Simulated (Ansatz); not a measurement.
# Al₂HO+ (quintet): wave-function methods side by side, cc-pVTZ

How much of the correlation energy of Al₂HO+ (quintet) does each wave-function method recover here?

Computed with Ansatz 0.2.0, Gaussian basis. Level: cc-pVTZ, core rule «outside noble gas», up to 11 orbitals frozen.

The runs, in order: UHF; CCSD(T) on ROHF; CCSD(T) on UHF; BCCD(T) on ROHF; CCSDT(Q) on ROHF; CCSDT(Q) on UHF.

7 further runs of the same task are left out: 2 for a known fault of the program, 5 set aside as unsound or not needed.

## 1. The system

The geometry is a PBE0/def2-TZVP stationary point (not a proven minimum) of the parent state, kept for this charge and spin.

4 atoms, charge 1, spin multiplicity 5.

Atoms are counted from 1 here; the program's logs count them from 0.

Bond lengths: Al1–Al2 2.344 Å, Al2–O3 1.647 Å, O3–H4 0.946 Å. Angles: Al1–Al2–O3 180.0°, Al2–O3–H4 180.0°.

In the tables R marks a restricted open-shell determinant and U an unrestricted one; energies count from the table's Hartree-Fock row.

## 2. UHF

in.yaml

```yaml
crystal:
  periodic: [false, false, false]
  atoms:
    - {symbol: Al, position_ang: [0.000000, 0.000000, -2.818500]}
    - {symbol: Al, position_ang: [0.000000, 0.000000, -0.474100]}
    - {symbol: O, position_ang: [0.000000, 0.000000, 1.173400]}
    - {symbol: H, position_ang: [0.000000, 0.000000, 2.119200]}
basis:
  gaussian: {orbitals: cc-pVTZ}
total_charge: 1
magnetization: {spin_polarized: true, initial_magnetization: 4}
hamiltonian: {xc: hf}
output: {orbitals: {seedname: orbitals}}
```

Command:

```sh
ansatz run in.yaml --threads 1 --pin off --events-out ev --progress --plain --max-ram 2560MiB --backend cpu
```

What it wrote:

```text
Functional definition: HF
  name "HF"
  cite "Fock, Z. Phys. 61, 126 (1930) doi:10.1007/BF01340294"
  parent pbe
  exchange = exact_x
  correlation = 0
960 factors; their error is unknown
mean field evaluation 1: about -15196.7307 eV, gradient 5.2e1 eV
mean field evaluation 2: about -15184.2780 eV, gradient 7.1e1 eV
mean field evaluation 4: about -15209.7965 eV, gradient 3.3e0 eV
mean field evaluation 8: about -15209.9666 eV, gradient 1.7e-1 eV
mean field evaluation 16: about -15208.1196 eV, gradient 1.5e1 eV
mean field evaluation 32: about -15207.0936 eV, gradient 1.6e0 eV
mean field evaluation 64: about -15206.0112 eV, gradient 6.4e0 eV
mean field evaluation 96: about -15184.2775 eV, gradient 7.1e1 eV
mean field -15210.16881572 eV, -558.9633941550 hartree, gradient 1.8e-5 eV, S^2 6.000560; 1 other end points of the search recorded, 0 dependent functions left out
reference -15210.16881572 eV, -558.9633941550 hartree; 19, 15 occupied and 93, 97 virtual orbitals, 960 factors
Total energy: -15210.16881572 eV, -558.9633941550 hartree
```

Run time: 3.9 s. Hardware: 1 thread of AMD EPYC 7R13, shared host.

From the report: ⟨S²⟩ of the determinant 6.001 (pure quintet: 6.00).

## 3. CCSD(T) on ROHF

Changes to in.yaml since step 2:

```diff
@@ -10,4 +10,3 @@
 total_charge: 1
-magnetization: {spin_polarized: true, initial_magnetization: 4}
-hamiltonian: {xc: hf}
-output: {orbitals: {seedname: orbitals}}
+magnetization: {spin_polarized: false, initial_magnetization: 4}
+correlation: {method: ccsd_t, electrons: outside_noble_gas}
```

Command:

```sh
ansatz run in.yaml --threads 2 --pin off --events-out ev --progress --plain --max-ram 15360MiB --backend cuda --devices 0, --max-vram 18GiB
```

What it wrote, cut to the lines that bear on the results:

```text
Functional definition: HF
  name "HF"
  cite "Fock, Z. Phys. 61, 126 (1930) doi:10.1007/BF01340294"
  parent pbe
[...]
701 factors; integrals over basis functions are off by at most 1.2e-3 eV
[...]
mean field -15210.16110949 eV, -558.9631109561 hartree, gradient 3.0e-6 eV, S^2 6.000000; 12 other end points of the search recorded, 0 dependent functions left out
[...]
determinant -15210.16110949 eV, -558.9631109561 hartree, with singles and doubles -15218.43441516 eV, -559.2671493318 hartree
determinant -15208.86071269 eV, -558.9153222552 hartree, with singles and doubles -15217.32055841 eV, -559.2262158510 hartree
determinant -15207.32799285 eV, -558.8589958400 hartree, with singles and doubles -15215.66886239 eV, -559.1655171421 hartree
determinant -15207.22483755 eV, -558.8552049527 hartree, with singles and doubles -15215.58310255 eV, -559.1623655261 hartree
determinant -15206.74763138 eV, -558.8376679493 hartree, with singles and doubles -15214.90889230 eV, -559.1375887563 hartree
determinant -15206.74413433 eV, -558.8375394351 hartree, with singles and doubles -15215.13876932 eV, -559.1460365812 hartree
11 core orbitals not correlated: weight in the atoms' cores, before any rotation towards them, 1.000 or more for the frozen orbitals, at most 0.000 for the correlated occupied ones
reference -15210.16110949 eV, -558.9631109561 hartree; 8, 4 occupied and 93, 97 virtual orbitals, 701 factors
second order -7.95405332 eV of doubles, -0.00291217 eV of singles
cycle   1  -8.22758256 eV  change   -6.9e-1 eV  update   2.2e-2
[...]
cycle   9  -8.25124387 eV  change   -2.0e-6 eV  update   1.2e-5
perturbative correction -0.29287780 eV, -0.0107630605 hartree
Total energy: -15218.70523115 eV, -559.2771016358 hartree
```

Wall time 9.5 s (1 × H100 (card shared with other runs) with 2 threads of AMD EPYC 7R13, shared host); peak host memory 0.81 GiB.

From the report: correlation -8.5441 eV; T1 0.016; largest double amplitude 0.07.

## 4. CCSD(T) on UHF

Changes to in.yaml since step 3:

```diff
@@ -10,3 +10,3 @@
 total_charge: 1
-magnetization: {spin_polarized: false, initial_magnetization: 4}
+magnetization: {spin_polarized: true, initial_magnetization: 4}
 correlation: {method: ccsd_t, electrons: outside_noble_gas}
```

Launched as before.

What it wrote, cut to the lines that bear on the results:

```text
Functional definition: HF
  name "HF"
  cite "Fock, Z. Phys. 61, 126 (1930) doi:10.1007/BF01340294"
  parent pbe
[...]
701 factors; integrals over basis functions are off by at most 1.2e-3 eV
[...]
mean field -15210.16911632 eV, -558.9634052018 hartree, gradient 3.0e-6 eV, S^2 6.000560; 13 other end points of the search recorded, 0 dependent functions left out
determinant -15210.16911632 eV, -558.9634052018 hartree, with singles and doubles -15218.43638804 eV, -559.2672218338 hartree
determinant -15209.17172823 eV, -558.9267518655 hartree, with singles and doubles -15217.31189386 eV, -559.2258974347 hartree
determinant -15207.52121881 eV, -558.8660967633 hartree, with singles and doubles -15215.66620389 eV, -559.1654194439 hartree
determinant -15207.41471157 eV, -558.8621826943 hartree, with singles and doubles -15215.58237719 eV, -559.1623388696 hartree
determinant -15207.19568627 eV, -558.8541336630 hartree, with singles and doubles -15214.89505166 eV, -559.1370801221 hartree
determinant -15206.95789174 eV, -558.8453948751 hartree, with singles and doubles -15214.65362375 eV, -559.1282078100 hartree
determinant -15206.78422899 eV, -558.8390128867 hartree, with singles and doubles -15215.13539789 eV, -559.1459126832 hartree
11 core orbitals not correlated: weight in the atoms' cores, before any rotation towards them, 1.000 or more for the frozen orbitals, at most 0.000 for the correlated occupied ones
reference -15210.16911632 eV, -558.9634052018 hartree; 8, 4 occupied and 93, 97 virtual orbitals, 701 factors
second order -7.95482539 eV of doubles, -0.00000000 eV of singles
cycle   1  -8.22369092 eV  change   -6.9e-1 eV  update   2.2e-2
[...]
cycle   9  -8.24683373 eV  change   -1.3e-6 eV  update   1.2e-5
perturbative correction -0.29305421 eV, -0.0107695437 hartree
Total energy: -15218.70900426 eV, -559.2772402951 hartree
```

It took 21 s on 1 × H100 (card shared with other runs) with 2 threads of AMD EPYC 7R13, shared host; peak host memory 0.82 GiB.

From the report: ⟨S²⟩ of the determinant 6.001 (pure quintet: 6.00); correlation -8.5399 eV; T1 0.015; largest double amplitude 0.07.

## 5. BCCD(T) on ROHF

Changes to in.yaml since step 4:

```diff
@@ -10,3 +10,3 @@
 total_charge: 1
-magnetization: {spin_polarized: true, initial_magnetization: 4}
-correlation: {method: ccsd_t, electrons: outside_noble_gas}
+magnetization: {spin_polarized: false, initial_magnetization: 4}
+correlation: {method: bccd_t, electrons: outside_noble_gas}
```

Launched as before.

What it wrote, cut to the lines that bear on the results:

```text
Functional definition: HF
  name "HF"
  cite "Fock, Z. Phys. 61, 126 (1930) doi:10.1007/BF01340294"
  parent pbe
[...]
701 factors; integrals over basis functions are off by at most 1.2e-3 eV
[...]
mean field -15210.16110949 eV, -558.9631109561 hartree, gradient 3.0e-6 eV, S^2 6.000000; 12 other end points of the search recorded, 0 dependent functions left out
[...]
determinant -15210.16110949 eV, -558.9631109561 hartree, with singles and doubles -15218.43441516 eV, -559.2671493318 hartree
determinant -15208.86071269 eV, -558.9153222552 hartree, with singles and doubles -15217.32055841 eV, -559.2262158510 hartree
determinant -15207.32799285 eV, -558.8589958400 hartree, with singles and doubles -15215.66886239 eV, -559.1655171421 hartree
determinant -15207.22483755 eV, -558.8552049527 hartree, with singles and doubles -15215.58310255 eV, -559.1623655261 hartree
determinant -15206.74763138 eV, -558.8376679493 hartree, with singles and doubles -15214.90889230 eV, -559.1375887563 hartree
determinant -15206.74413433 eV, -558.8375394351 hartree, with singles and doubles -15215.13876932 eV, -559.1460365812 hartree
11 core orbitals not correlated: weight in the atoms' cores, before any rotation towards them, 1.000 or more for the frozen orbitals, at most 0.000 for the correlated occupied ones
reference -15210.16110949 eV, -558.9631109561 hartree; 8, 4 occupied and 93, 97 virtual orbitals, 701 factors
second order -7.95405332 eV of doubles, -0.00291217 eV of singles
cycle   1  -8.20614152 eV  change   -6.7e-1 eV  update   2.4e-2
[...]
cycle   9  -8.23271226 eV  change   -2.6e-6 eV  update   1.4e-5
perturbative correction -0.31353859 eV, -0.0115223305 hartree
Total energy: -15218.70736033 eV, -559.2771798817 hartree
```

Wall time 11 s (1 × H100 (card shared with other runs) with 2 threads of AMD EPYC 7R13, shared host); peak host memory 0.83 GiB.

From the report: correlation -8.5463 eV; largest double amplitude 0.07.

## 6. CCSDT(Q) on ROHF

Changes to in.yaml since step 5:

```diff
@@ -11,2 +11,2 @@
 magnetization: {spin_polarized: false, initial_magnetization: 4}
-correlation: {method: bccd_t, electrons: outside_noble_gas}
+correlation: {method: ccsdt_q, electrons: outside_noble_gas}
```

The command is unchanged.

What it wrote, cut to the lines that bear on the results:

```text
Functional definition: HF
  name "HF"
  cite "Fock, Z. Phys. 61, 126 (1930) doi:10.1007/BF01340294"
  parent pbe
[...]
1328 factors; integrals over basis functions are off by at most 2.5e-7 eV
[...]
mean field -15210.16115633 eV, -558.9631126775 hartree, gradient 4.2e-6 eV, S^2 6.000000; 12 other end points of the search recorded, 0 dependent functions left out
[...]
determinant -15210.16115633 eV, -558.9631126775 hartree, with singles and doubles -15218.43446449 eV, -559.2671511447 hartree
determinant -15208.86075739 eV, -558.9153238978 hartree, with singles and doubles -15217.32061094 eV, -559.2262177816 hartree
determinant -15207.32804050 eV, -558.8589975913 hartree, with singles and doubles -15215.66891741 eV, -559.1655191641 hartree
determinant -15207.22488550 eV, -558.8552067148 hartree, with singles and doubles -15215.58315792 eV, -559.1623675608 hartree
determinant -15206.74768019 eV, -558.8376697430 hartree, with singles and doubles -15214.90895664 eV, -559.1375911207 hartree
determinant -15206.74418133 eV, -558.8375411625 hartree, with singles and doubles -15215.13882051 eV, -559.1460384621 hartree
11 core orbitals not correlated: weight in the atoms' cores, before any rotation towards them, 1.000 or more for the frozen orbitals, at most 0.000 for the correlated occupied ones
reference -15210.16115633 eV, -558.9631126775 hartree; 8, 4 occupied and 93, 97 virtual orbitals, 1328 factors
second order -7.95405850 eV of doubles, -0.00291216 eV of singles
cycle   1  -7.97860586 eV  change   -2.2e-2 eV  update   8.6e-2
[...]
cycle  21  -8.55760686 eV  change   -9.1e-8 eV  update   1.3e-6
perturbative correction -0.01247699 eV, -0.0004585208 hartree
Total energy: -15218.73124017 eV, -559.2780574499 hartree
```

Wall time 64 s (1 × H100 (card shared with other runs) with 2 threads of AMD EPYC 7R13, shared host); peak host memory 1.7 GiB.

From the report: correlation -8.5701 eV; T1 0.017; largest double amplitude 0.08.

## 7. CCSDT(Q) on UHF

Changes to in.yaml since step 6:

```diff
@@ -10,3 +10,3 @@
 total_charge: 1
-magnetization: {spin_polarized: false, initial_magnetization: 4}
+magnetization: {spin_polarized: true, initial_magnetization: 4}
 correlation: {method: ccsdt_q, electrons: outside_noble_gas}
```

The command is unchanged.

What it wrote, cut to the lines that bear on the results:

```text
Functional definition: HF
  name "HF"
  cite "Fock, Z. Phys. 61, 126 (1930) doi:10.1007/BF01340294"
  parent pbe
[...]
1328 factors; integrals over basis functions are off by at most 2.5e-7 eV
[...]
mean field -15210.16916315 eV, -558.9634069227 hartree, gradient 3.2e-6 eV, S^2 6.000560; 13 other end points of the search recorded, 0 dependent functions left out
determinant -15210.16916315 eV, -558.9634069227 hartree, with singles and doubles -15218.43643746 eV, -559.2672236499 hartree
determinant -15209.17177301 eV, -558.9267535111 hartree, with singles and doubles -15217.31194671 eV, -559.2258993770 hartree
determinant -15207.52126637 eV, -558.8660985110 hartree, with singles and doubles -15215.66625855 eV, -559.1654214526 hartree
determinant -15207.41475942 eV, -558.8621844528 hartree, with singles and doubles -15215.58243178 eV, -559.1623408757 hartree
determinant -15207.19573472 eV, -558.8541354434 hartree, with singles and doubles -15214.89510772 eV, -559.1370821826 hartree
determinant -15206.95793943 eV, -558.8453966277 hartree, with singles and doubles -15214.65365374 eV, -559.1282089124 hartree
determinant -15206.78427603 eV, -558.8390146155 hartree, with singles and doubles -15215.13544883 eV, -559.1459145551 hartree
11 core orbitals not correlated: weight in the atoms' cores, before any rotation towards them, 1.000 or more for the frozen orbitals, at most 0.000 for the correlated occupied ones
reference -15210.16916315 eV, -558.9634069227 hartree; 8, 4 occupied and 93, 97 virtual orbitals, 1328 factors
second order -7.95483059 eV of doubles, -0.00000000 eV of singles
cycle   1  -7.97465370 eV  change   -2.0e-2 eV  update   8.6e-2
[...]
cycle  21  -8.55326177 eV  change   -6.1e-8 eV  update   1.3e-6
perturbative correction -0.01507619 eV, -0.0005540398 hartree
Total energy: -15218.73750111 eV, -559.2782875349 hartree
```

Run time: 44 s. Hardware: 1 × H100 (card shared with other runs) with 2 threads of AMD EPYC 7R13, shared host; peak host memory 1.4 GiB.

From the report: ⟨S²⟩ of the determinant 6.001 (pure quintet: 6.00); correlation -8.5683 eV; T1 0.016; largest double amplitude 0.08.

## 8. Misses and costs

The yardstick is UCCSDT(Q), where the cluster series has nearly closed. Rows without a time come out of other runs: HF, MP2 and CCSD of CCSD(T), CCSDT of CCSDT(Q).

Differences are taken before rounding.

| method | energy from the lowest ROHF (kcal/mol) | from UCCSDT(Q) (kcal/mol) | time |
| --- | --- | --- | --- |
| ROHF | 0.00 | +197.78 |  |
| UHF | -0.18 | +197.59 |  |
| RMP2 | -183.49 | +14.28 |  |
| UMP2 | -183.63 | +14.15 |  |
| RCCSD | -190.28 | +7.50 |  |
| UCCSD | -190.36 | +7.42 |  |
| RCCSD(T) | -197.03 | +0.74 | 9.5 s |
| UCCSD(T) | -197.12 | +0.66 | 21 s |
| BCCD(T) | -197.08 | +0.70 | 11 s |
| RCCSDT | -197.34 | +0.43 |  |
| UCCSDT | -197.43 | +0.35 |  |
| RCCSDT(Q) | -197.63 | +0.14 | 64 s |
| UCCSDT(Q) | -197.78 | 0 | 44 s |

Among the levels timed on like hardware and quicker than the yardstick, those that no quicker one beats, quickest first: RCCSD(T) (9.5 s, +0.74 kcal/mol); BCCD(T) (11 s, +0.70 kcal/mol); UCCSD(T) (21 s, +0.66 kcal/mol).

## 9. Summary of results

| quantity | value |
| --- | --- |
| UCCSDT(Q) from the ROHF energy | -8.5764 eV |
| RMP2 from UCCSDT(Q) | +14.28 kcal/mol |
| UMP2 from UCCSDT(Q) | +14.15 kcal/mol |
| RCCSD from UCCSDT(Q) | +7.50 kcal/mol |
| RCCSD(T) from UCCSDT(Q) | +0.74 kcal/mol |
| UCCSD(T) from UCCSDT(Q) | +0.66 kcal/mol |
| RCCSDT(Q) from UCCSDT(Q) | +0.14 kcal/mol |
| levels within 1 kcal/mol (43 meV) | RCCSD(T), UCCSD(T), BCCD(T), RCCSDT, UCCSDT, RCCSDT(Q) |
| T1 diagnostic | 0.016 |

**Reading.** RCCSD(T) lands +0.74 kcal/mol from the yardstick (0.4 % of the correlation energy). These misses are within one basis, not against nature; the frozen cores of restricted and unrestricted runs differ, which can shift their rows.

UCCSD(T) reaches 0.66 kcal/mol from the reference in 21 s, where UCCSDT(Q) took 44 s; the quickest level in the cost chart, RCCSD(T), takes 9.5 s and misses by 0.74 kcal/mol.
